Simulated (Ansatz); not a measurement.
A nudged elastic band was laid between two geometries of CH4NSi (7 atoms, charge -1, multiplicity 1).

All numbers below come from RKS LDA/def2-SVP (Ansatz).

| Property | Result |
| --- | --- |
| movable images | 9 |
| climbing image | yes |
| spring | 5.0 eV/Å² |
| optimiser | quadratic models (default) |
| start path | through a guess of the saddle point |
| force threshold | 0.05 eV/Å |
| iteration limit | 60 |
| end points | relaxed |

Image 0:

```xyz
7
Properties=species:S:1:pos:R:3
C -1.166 -0.915 -0.950
Si -0.285 0.363 -0.249
N 1.240 -0.014 0.599
H -2.056 -0.612 -1.561
H -0.294 1.907 -0.031
H 1.249 0.316 1.575
H 1.311 -1.044 0.617
```

Image 10:

```xyz
7
Properties=species:S:1:pos:R:3
C -1.598 -0.183 -1.168
Si -0.310 0.447 -0.253
N 1.211 -0.084 0.566
H -1.602 -1.290 -1.352
H -0.239 1.940 0.052
H 1.289 0.283 1.529
H 1.248 -1.112 0.626
```

Q: What changes between the two ends?

A: No bond is made or broken. The dihedral H4–C1–Si2–N3 changes from -174 to 2° by way of a nearly straight angle H4–C1–Si2 (up to 172°), not by a turn about the bond.

Q: What energy profile does the band end with?

A: The forces met the threshold. The highest image is number 5 of 0 to 10, 25.6 kJ/mol above the first end and 23.2 kJ/mol above the last; the last end lies 2.4 kJ/mol above the first. A vibrational analysis at the climbing image gives one clearly imaginary mode, 464i cm⁻¹: a first-order saddle point. Limits of this set-up: an anion without diffuse functions, the dipole of an ion depends on the origin.

```
image  path coordinate (Å)  energy (kJ/mol)  angle H4–C1–Si2 (°)
    0                 0.00              0.0                  116
    1                 0.17              0.7                  120
    2                 0.34              4.4                  131
    3                 0.51             12.5                  146
    4                 0.68             21.6                  162
    5                 0.85             25.6                  172
    6                 1.02             21.3                  160
    7                 1.20             12.0                  144
    8                 1.38              5.1                  129
    9                 1.56              2.8                  120
   10                 1.74              2.4                  117
```

Q: What is the geometry of the highest image?

A: 
```xyz
7
Properties=species:S:1:pos:R:3
C -1.367 -0.504 -1.041
Si -0.279 0.405 -0.228
N 1.253 -0.037 0.579
H -2.009 -1.085 -1.707
H -0.286 1.885 0.215
H 1.360 0.396 1.511
H 1.328 -1.060 0.670
```

Q: What are the harmonic wavenumbers there?

A: 464i, 164, 265, 325, 488, 582, 697, 726, 930, 1184, 1410, 1914, 3260, 3340, 3482 cm⁻¹.

The run took 42 s on 1 CPU thread of a shared host.
